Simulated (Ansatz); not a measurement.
We consider diamond-structure Si, described by LC-ωPBE (PAW; Ansatz, a program for electronic structure).

Numerical settings: plane-wave cutoff 520 eV, 8×8×8 k mesh, scalar-relativistic PAW data made under PBE.

Computed at the level's own relaxed cell.

```xyz
2
Lattice="0.0000 2.6952 2.6952 2.6952 0.0000 2.6952 2.6952 2.6952 0.0000" Properties=species:S:1:pos:R:3 pbc="T T T"
Si     2.6952     2.6952     2.6952
Si     4.0428     4.0428     4.0428
```

### Question
Give the elastic tensor (Voigt notation, GPa, ions relaxed, in the Cartesian axes of the cell as printed).

### Answer

```
  193.3    74.8    74.8     0.0     0.0     0.0
   74.8   193.3    74.8     0.0     0.0     0.0
   74.8    74.8   193.3     0.0     0.0     0.0
    0.0     0.0     0.0    91.2     0.0     0.0
    0.0     0.0     0.0     0.0    91.2     0.0
    0.0     0.0     0.0     0.0     0.0    91.2
```

Measured, for comparison: elastic constant C11 168 GPa, elastic constant C12 64.9 GPa, elastic constant C44 80.2 GPa (low temperature, zero-point motion not removed; as tabulated in Tanner et al. (2021), arXiv:2110.11888). Computed (rounded) less measured: elastic constant C11 +15 %, elastic constant C12 +15 %, elastic constant C44 +14 %.

Static lattice: no zero-point or thermal effects.
